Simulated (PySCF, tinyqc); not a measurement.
Worked calculation: CIS on RHF in the sto-3g basis, frozen core, for HF, spin multiplicity 1. The lowest restricted solution is unstable here: a spin-polarised one lies 0.0110 hartree lower (PySCF). One step of it, computed by the program tinyqc.

Task: CIS matrix, triplets. A(ia,jb) = (e_a - e_i) d_ij d_ab - (ij|ab).

orbital energies (hartree): [-25.929984, -1.409188, -0.464223, -0.464223, -0.462885, 0.319511]

Two-electron integrals over orbitals (pq|rs), unique and non-zero (hartree); the lowest 1 orbital is frozen and left out:
```
(22|22) 0.876491    (32|32) 0.190435    (33|22) 0.897560    (33|33) 0.997514
(42|42) 0.190435    (43|43) 0.053770    (44|22) 0.897560    (44|33) 0.889973
(44|44) 0.997514    (52|22) -0.045661   (52|33) -0.061716   (52|44) -0.061716
(52|52) 0.130051    (53|32) -0.025174   (53|53) 0.033806    (54|42) -0.025174
(54|54) 0.033806    (55|22) 0.679766    (55|33) 0.665818    (55|44) 0.665818
(55|52) -0.010770   (55|55) 0.662773    (62|22) -0.077027   (62|33) -0.076661
(62|44) -0.076661   (62|52) -0.080577   (62|55) -0.020765   (62|62) 0.091303
(63|32) -0.025742   (63|53) -0.023150   (63|63) 0.028657    (64|42) -0.025742
(64|54) -0.023150   (64|64) 0.028657    (65|22) -0.248317   (65|33) -0.254428
(65|44) -0.254428   (65|52) 0.075136    (65|55) -0.089249   (65|62) 0.032602
(65|65) 0.240807    (66|22) 0.631705    (66|33) 0.617331    (66|44) 0.617331
(66|52) 0.041582    (66|55) 0.641189    (66|62) -0.050416   (66|65) -0.027950
(66|66) 0.665319
```

Give: CIS matrix A, triplet.

Result:

CIS matrix A, triplet (hartree), order 2>6, 3>6, 4>6, 5>6:
```
[[1.0970, 0.0000, 0.0000, -0.0416],
 [0.0000, 0.1664, 0.0000, 0.0000],
 [0.0000, 0.0000, 0.1664, 0.0000],
 [-0.0416, 0.0000, 0.0000, 0.1412]]
```
